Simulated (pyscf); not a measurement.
HO–SiH₂–O–Zn–Cl (SMILES O[SiH2][O][Zn][Cl]) + H₂ (SMILES [H][H]) → HO–SiH₃ (SMILES O[SiH3]) + HO–Zn–Cl (SMILES [OH][Zn][Cl]), a multi-bond step (singlet surface; O–Zn, H–H, O–Si broken, H–O, O–Zn, H–Si formed). PySCF, gas phase, ωB97X-D3(BJ)/def2-SVP geometries. Energies in kcal/mol from the separated reactants.

Small-basis levels: PySCF, no dispersion term, spherical d functions. AM1 to PM7: differences of heats of formation from MOPAC. Cost: rough CPU time at the saddle relative to B3LYP/6-31G*+LANL2DZ, from one job on a shared machine.

| level | barrier | reaction energy | cost |
|---|---|---|---|
| HF/3-21G | 38.7 | +49.7 | 0.08 |
| MP2/6-31G*+LANL2DZ | 46.4 | +41.5 | 0.2 |
| B3LYP/STO-3G | 44.3 | +14.2 | 1 |
| B3LYP/3-21G | … | +45.5 | 0.6 |
| B3LYP/6-31G*+LANL2DZ | 38.9 | +35.7 | 1 |
| M06-2X/6-31G*+LANL2DZ | 37.0 | +42.3 | 2 |
| B3LYP/6-311+G**+LANL2DZ | … | +28.5 | 1 |
| AM1 | 56.7 | +17.0 | under 0.02 |
| PM7 | 76.8 | +60.2 | under 0.02 |
| ωB97M-D3(BJ)/def2-TZVP | … | +28.3 | – |

Q: What belongs in the gaps?

A: 
- B3LYP/3-21G, barrier: 27.9
- B3LYP/6-311+G**+LANL2DZ, barrier: 34.2
- ωB97M-D3(BJ)/def2-TZVP, barrier: 36.5

Against the last row the barrier runs from -8.6 (B3LYP/3-21G) to +40.4 kcal/mol (PM7). At HF/3-21G, B3LYP/3-21G, M06-2X/6-31G*+LANL2DZ this geometry lies under one side, so the entry may be no barrier of that level: it is a single point on another level's saddle. ωB97M-D3(BJ)/def2-TZVP has limits of its own. On the reactant side the descent ends in an adduct with a O–Zn, Si–Zn contact (not fully relaxed), 0.9 kcal/mol under the separated species and 37.9 kcal/mol under the saddle at ωB97X-D3(BJ)/def2-TZVP. On the product side the descent ends in an adduct with a O–Zn, O–Si contact, 19.0 kcal/mol under the separated species and 24.7 kcal/mol under the saddle at ωB97X-D3(BJ)/def2-TZVP. What is counted as formed (O–Zn) is already present as a longer contact in the reactant adduct; forming that adduct is a step of its own. What is counted as broken (O–Zn, O–Si) persists as a longer contact in the product adduct; parting that adduct is a step of its own. At the saddle there is also a short H–Si contact that neither side keeps. HO–SiH₂–O–Zn–Cl is closed by a dative O–Zn, Si–Zn contact. One saddle was located; it need not be the lowest between these sides. In the def2 sets elements up to Kr have no core potential.
